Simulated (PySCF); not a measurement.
## C4H6FS: g tensor and hyperfine couplings

C4H6FS (doublet state).
Structure used (GFN2-xTB), in Å, numbered top down from 1:
```
atom  x, y, z in Å
C1     1.8626    0.2324    0.2261
S2     1.0403   -1.3696    0.0502
C3    -0.6356   -0.8875    0.4294
C4    -1.2809    0.3141   -0.2826
C5    -0.9333    0.3669    1.1445
F6    -1.8976    0.4140    2.0945
H7     2.9098    0.0390    0.4310
H8     1.7648    0.8125   -0.6868
H9     1.3812    0.7494    1.0569
H10   -1.2329   -1.7728    0.6136
H11   -2.3204    0.2567   -0.5862
H12   -0.6569    0.8442   -0.9871
```

The hyperfine couplings belong to this conformer and change with its torsions.

The species is `F[C]1C[C@H]1SC` [radical].

The calculation used UKS B3LYP, pcH-1 on C F H S, non-relativistic, mean-field spin-orbit, GIAO (PySCF). The structure is a single GFN2-xTB conformer in the gas phase; no vibrational or solvent corrections. The geometry wasn't refined by DFT: couplings that depend on bond lengths, twists or pyramidal angles can differ widely from those at the functional's own minimum. Stability of the SCF solution: not tested.

* g1, g2, g3: 2.00207, 2.00539, 2.00755
* g_iso: 2.00500
* Form of g: rhombic: the two nearest values differ by 39 % of g3 − g1
* ⟨S²⟩: 0.7534 (exact 0.7500)
* HOMO–LUMO gap, α and β orbitals: 6.62, 3.45 eV

Isotropic coupling and dipolar principal values T1 to T3, in MHz:

| atom | isotope | a_iso | of which spin–orbit | T1 | T2 | T3 | Mulliken spin population |
| --- | --- | --- | --- | --- | --- | --- | --- |
| C1 | 13C | 11.7 | 0.0 | -3.1 | -1.6 | 4.7 | 0.02 |
| S2 | 33S | 6.5 | 0.0 | -8.5 | -5.3 | 13.8 | 0.05 |
| C3 | 13C | -2.3 | 0.1 | -10.4 | -7.3 | 17.8 | 0.04 |
| C4 | 13C | -5.1 | 0.0 | -9.1 | -5.4 | 14.6 | 0.04 |
| C5 | 13C | 437.6 | 0.1 | -65.4 | -61.5 | 126.9 | 0.76 |
| F6 | 19F | 173.9 | 1.5 | -230.0 | -204.8 | 434.8 | 0.07 |
| H7 | 1H | -1.6 | 0.0 | -2.3 | -1.4 | 3.7 | 0.00 |
| H8 | 1H | 4.0 | 0.0 | -2.6 | -1.2 | 3.8 | 0.00 |
| H9 | 1H | 1.7 | 0.0 | -10.0 | -5.7 | 15.7 | 0.00 |
| H10 | 1H | 3.8 | 0.0 | -7.0 | -1.9 | 8.9 | 0.01 |
| H11 | 1H | 11.4 | 0.0 | -6.4 | -1.7 | 8.1 | 0.01 |
| H12 | 1H | 48.6 | 0.0 | -6.5 | -4.5 | 11.0 | 0.02 |

Largest spin populations (Mulliken): C5 (+0.76) and F6 (+0.07). No atom but C5 exceeds +0.15. The angles at C5 add up to 304.8°, so it is pyramidal.

Under fast tumbling the dipolar parts average out, and these isotropic splittings remain: 1 × 19F (F6, I = 1/2, 2 lines) with 6.20 mT, 1 × 1H (H12, I = 1/2, 2 lines) with 1.73 mT, 1 × 1H (H11, I = 1/2, 2 lines) with 0.41 mT, 1 × 1H (H10, I = 1/2, 2 lines) with 0.14 mT and 3 × 1H (H7/H8/H9, I = 1/2, 4 lines) with 0.05 mT.

Means are taken over nuclei equivalent by connectivity, which assumes that they swap fast. The three 1H nuclei of mean +1.4 MHz run from -1.6 to 4.0 MHz in the frozen geometry.

The 13C coupling of C5 (437.6 MHz) shows only in satellite lines or after enrichment, since that isotope makes up about 1.07 % of natural carbon.

The 33S coupling of S2 (6.5 MHz) shows only in satellite lines or after enrichment, since that isotope makes up about 0.76 % of natural sulfur.
